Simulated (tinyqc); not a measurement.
Inside a calculation. Method: Hueckel theory of the pi electrons with the omega technique, for the molecule c1c[cH+]1 (SMILES; centres numbered as the heavy atoms are written). Computed by tinyqc, a small Python program that keeps every step. Settings: charge = 1, omega = 1.0, damping = 0. Command: `OMP_NUM_THREADS=1 python tinyqc.py 26173 26174 out.jsonl` (the two numbers bound the seeds that draw the settings). One thread of a shared host (Intel(R) Xeon(R) Processor @ 2.60GHz), about 0.01 s of CPU time with the checks.

## The Hueckel matrix

Centres:
```
centre  z_r, pi electrons of the neutral centre         h
1C                                            1  0.000000
2C                                            1  0.000000
3C                                            1  0.000000
```

Bonds:
```
i  j  k
1  2  1
2  3  1
3  1  1
```

H_rr = alpha + h_r beta, H_rs = k_rs beta for bonded centres.

Hueckel matrix in units of beta (H = alpha + beta A), order 1C, 2C, 3C:
```
[[0.000000, 1.000000, 1.000000],
 [1.000000, 0.000000, 1.000000],
 [1.000000, 1.000000, 0.000000]]
```

## Orbitals, round 1

pi electrons, sum of z_r less the charge = 2

Diagonalise; E = alpha + x beta with beta < 0, so the largest x are filled first; degenerate levels share their electrons. P = sum n_i c_ri c_si; each orbital has its largest coefficient positive (the first on a tie).

x values: [2.000000, -1.000000, -1.000000]

occupations: [2.000000, 0.000000, 0.000000]

coefficients, order 1C, 2C, 3C:
```
[[0.577350, -0.283201, 0.765809],
 [0.577350, 0.804811, -0.137645],
 [0.577350, -0.521609, -0.628164]]
```

charge and bond-order matrix P, order 1C, 2C, 3C:
```
[[0.666667, 0.666667, 0.666667],
 [0.666667, 0.666667, 0.666667],
 [0.666667, 0.666667, 0.666667]]
```

Within a degenerate level the vectors are fixed only up to a rotation; this is one choice.

## Omega technique, round 1

h_r = h_r(0) + omega q_r, omega = 1, with q_r = z_r - P_rr.

matrix after round 1, order 1C, 2C, 3C:
```
[[0.333333, 1.000000, 1.000000],
 [1.000000, 0.333333, 1.000000],
 [1.000000, 1.000000, 0.333333]]
```

## Orbitals, round 2

As before.

x values: [2.333333, -0.666667, -0.666667]

occupations: [2.000000, 0.000000, 0.000000]

coefficients, order 1C, 2C, 3C:
```
[[0.577350, -0.061701, 0.814162],
 [0.577350, 0.735936, -0.353646],
 [0.577350, -0.674234, -0.460516]]
```

charge and bond-order matrix P, order 1C, 2C, 3C:
```
[[0.666667, 0.666667, 0.666667],
 [0.666667, 0.666667, 0.666667],
 [0.666667, 0.666667, 0.666667]]
```

Within a degenerate level the vectors are fixed only up to a rotation; this is one choice.

## Omega technique, round 2

As before.

matrix after round 2, order 1C, 2C, 3C:
```
[[0.333333, 1.000000, 1.000000],
 [1.000000, 0.333333, 1.000000],
 [1.000000, 1.000000, 0.333333]]
```

## Convergence

Each round sets h_r = h_r(0) + omega (z_r - P_rr), keeping the share named as damping of the old diagonal; repeat until output and input diagonals agree to 1e-6.

Rounds:
```
round   sum n x  largest |h(out) - h(in)|
1      4.000000                  3.33e-01
2      4.666667                  3.33e-16
```

Converged in 2 rounds.

## Energy, charges, bond orders

E = sum n x; q_r = z_r - P_rr; bond order p = P_rs; free valence = sqrt(3) - sum of p over the bonds of the atom.

pi energy = 2 alpha + this times beta = 4.666667

pi charges: [0.333333, 0.333333, 0.333333]

Bond orders and lengths from R = 1.517 - 0.180 p (angstrom, C-C alone):
```
bond         p         R
1-2   0.666667  1.397000
2-3   0.666667  1.397000
3-1   0.666667  1.397000
```

free valence of the carbons: [0.398717, 0.398717, 0.398717]

gap between the highest filled and the next level = 3.000000 |beta|
